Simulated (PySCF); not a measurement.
Simulated P 2p region for `p1pp[p-]p1`, binding energy against the vacuum level.

Every computed line was given a Gaussian of 0.8 eV full width at half maximum and an area set by the number of equivalent atoms (split 2:1 within a doublet); the highest printed point is 100. Method: delta-SCF UKS SCAN, pcX-2 on the ionised atom, pcseg-1 elsewhere, spin-free X2C (PySCF 2.14.0).

(binding energy (eV), intensity): (130.0, 0), (130.1, 1), (130.2, 3), (130.3, 5), (130.4, 10), (130.5, 19), (130.6, 31), (130.7, 46), (130.8, 63), (130.9, 80), (131.0, 93), (131.1, 100), (131.2, 99), (131.3, 91), (131.4, 80), (131.5, 69), (131.6, 60), (131.7, 56), (131.8, 54), (131.9, 54), (132.0, 53), (132.1, 49), (132.2, 43), (132.3, 35), (132.4, 26), (132.5, 18), (132.6, 11), (132.7, 6), (132.8, 3), (132.9, 2), (133.0, 1), (133.1, 0), (133.2, 0)

Question: How many maxima does the curve show, and how many computed lines lie under it?

Answer: The curve has 1 maximum (at 131.1 eV). Under it lie 2 lines from 1 inequivalent phosphorus site, drawn as a 2p3/2, 2p1/2 pair. At this width some lines have no maximum of their own.

Question: Decompose the envelope and assign each component. Numbering: `[p:1]1[p:2][p:3][p-:4][p:5]1`.

Answer: 
```
position (eV)  relative area     line    atoms               environment
       131.12           3.33  P 2p3/2  P1 (×5)  phosphorus bonded to 2 P
       132.01           1.67  P 2p1/2  P1 (×5)  phosphorus bonded to 2 P
```

No satellites, vibrations or lifetime broadening are included. The first atom of each set that the bonding makes equivalent was ionised and stands for the set. Spin–orbit coupling isn't in the SCF: each 2p doublet comes from a relaxed spin-free hole plus a matrix of the shell (mean-field spin–orbit coupling and the ground-state 2p splitting), with 2p3/2 averaged over its two sublevels. 2p1/2 minus 2p3/2 (ligand field included): P 0.89 eV. The species carries charge -1, so core ionisation leaves a neutral species. The basis sets have no added diffuse functions. Geometry: PBE0-D3(BJ)/def2-SVP; no solvent, vibrations or thermal averaging. The geometry's basis has no diffuse functions, a weakness for an anion.

Time: 3.8 s of wall time; peak memory 0.51 GiB. Hardware: Intel Xeon 6975P-C, one thread, no GPU, shared host.
